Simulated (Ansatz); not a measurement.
# FSi2: the cost of one run

Computed with Ansatz 0.2.0, Gaussian basis. Level: def2-QZVPP, core rule «outside noble gas», up to 11 orbitals frozen.

Plan: UHF; ROHF; CCSD(T) on UHF.

### Step 1. The system

The geometry is a PBE0/def2-TZVP stationary point (not a proven minimum) of the parent state, kept for this charge and spin.

3 atoms, charge 0, spin multiplicity 2.

Atoms are counted from 1 here; the program's logs count them from 0.

Bond lengths: F1–Si2 1.608 Å, Si2–Si3 2.332 Å. Angles: F1–Si2–Si3 112.2°.

### Step 2. UHF

Contents of in.yaml:

```yaml
crystal:
  periodic: [false, false, false]
  atoms:
    - {symbol: F, position_ang: [0.000000, -0.606197, 1.621189]}
    - {symbol: Si, position_ang: [0.000000, 0.594494, 0.550881]}
    - {symbol: Si, position_ang: [0.000000, -0.184433, -1.647532]}
basis:
  gaussian: {orbitals: "def2-QZVPP.json"}
magnetization: {spin_polarized: true, initial_magnetization: 1}
hamiltonian: {xc: hf}
output: {orbitals: {seedname: orbitals}}
```

On the command line:

```console
> ansatz run in.yaml --threads 1 --pin off --events-out ev --progress --plain --max-ram 2393MiB
```

What time and memory should one allow on 1 thread of Arm Neoverse V1, shared host?

About 2.1 min, with a peak of 0.56 GiB.
